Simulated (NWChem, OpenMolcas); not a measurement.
**How basis sets differ on BH (SMILES [BH])**

The species is BH (2 atoms), meant as a singlet with charge 0. SMILES: `[BH]`. The bond length is the measured one.

```xyz
2

B     0.0000    0.0000    0.0000
H     0.0000    0.0000    1.2324
```

Quantity: the vertical ionisation energy (to the doublet cation), in eV. The values are calculated.

| level | kind | program | value (eV) | CPU time (all runs) |
| --- | --- | --- | --- | --- |
| B3LYP/pcseg-0 | global hybrid | NWChem | 9.65 | 1.5 s |
| B3LYP/pcseg-1 | global hybrid | NWChem | 9.67 | 1.6 s |
| B3LYP/pcseg-2 | global hybrid | NWChem | 9.70 | 3.2 s |
| B3LYP/6-31G | global hybrid | OpenMolcas | 9.46 | 5.9 s |
| B3LYP/6-31G** (spherical functions) | global hybrid | OpenMolcas | 9.52 | 6.9 s |
| B3LYP/pcseg-3 | global hybrid | NWChem | 9.71 | 13 s |

The values span 9.46 to 9.71 eV. Times are those of the runs behind each value, whatever else they computed, on shared processors of several kinds: orders of magnitude only.
